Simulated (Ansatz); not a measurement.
# Si₂C+ (doublet): wave-function methods side by side, cc-pVTZ

The task here is to estimate one member of a computed series from the others.

Method: cc-pVTZ, core rule «outside noble gas», up to 11 orbitals frozen; program: Ansatz 0.2.0, Gaussian basis.

To be run: UHF; CCSD(T) on ROHF; CCSD(T) on UHF; BCCD(T) on ROHF; CCSDT(Q) on ROHF; CCSDT(Q) on UHF; CASSCF and NEVPT2, 11 electrons in 12 orbitals.

3 further runs of the same task are left out: 3 set aside as unsound or not needed.

### The system

The geometry is a PBE0/def2-TZVP stationary point (not a proven minimum) of the parent state, kept for this charge and spin.

3 atoms, charge 1, spin multiplicity 2.

Atoms are counted from 1 here; the program's logs count them from 0.

Bond lengths: Si1–C2 1.686 Å, C2–Si3 1.686 Å. Angles: Si1–C2–Si3 180.0°.

Coordinates:

```xyz
3
CSi2
Si    0.0000    0.0000    1.6856
C     0.0000    0.0000    0.0000
Si    0.0000    0.0000   -1.6856
```

Set-up of the first run:

File in.yaml:

```yaml
crystal:
  periodic: [false, false, false]
  atoms:
    - {symbol: Si, position_ang: [0.000000, 0.000000, 1.685600]}
    - {symbol: C, position_ang: [0.000000, 0.000000, 0.000000]}
    - {symbol: Si, position_ang: [0.000000, 0.000000, -1.685600]}
basis:
  gaussian: {orbitals: cc-pVTZ}
total_charge: 1
magnetization: {spin_polarized: true, initial_magnetization: 1}
hamiltonian: {xc: hf}
output: {orbitals: {seedname: orbitals}}
```

On the command line:

```console
> ansatz run in.yaml --threads 1 --pin off --events-out ev --progress --plain --max-ram 4096MiB --backend cpu
```

Among the steps run: UHF; CCSD(T) on ROHF; CCSD(T) on UHF; BCCD(T) on ROHF; CCSDT(Q) on ROHF; CCSDT(Q) on UHF; CASSCF and NEVPT2, 11 electrons in 12 orbitals.

One of the session's tables, all rows but one given; the rest of the session is left out.

| method | from UCCSDT(Q) (meV) |
| --- | --- |
| ROHF | +8834.3 |
| UHF | +8750.6 |
| RMP2 | +1474.1 |
| UMP2 | +1489.5 |
| RCCSD | ? |
| UCCSD | +511.6 |
| RCCSD(T) | +75.8 |
| UCCSD(T) | +76.3 |
| BCCD(T) | +72.7 |
| RCCSDT | +34.4 |
| UCCSDT | +33.7 |
| RCCSDT(Q) | +1.9 |
| UCCSDT(Q) | 0 |
| CASSCF valence | +5490.2 |
| NEVPT2 valence | +1318.4 |

Q: Estimate the row for RCCSD from the others.

The run gave: from UCCSDT(Q) (meV): +514.3. In the column «from UCCSDT(Q) (meV)» it lies between UCCSD (+511.6) and NEVPT2 valence (+1318.4).

To keep in mind: Restricted and unrestricted rows rest on different reference determinants; where their highest levels disagree by more than a few hundredths of an eV, they describe different states and don't form one ladder.
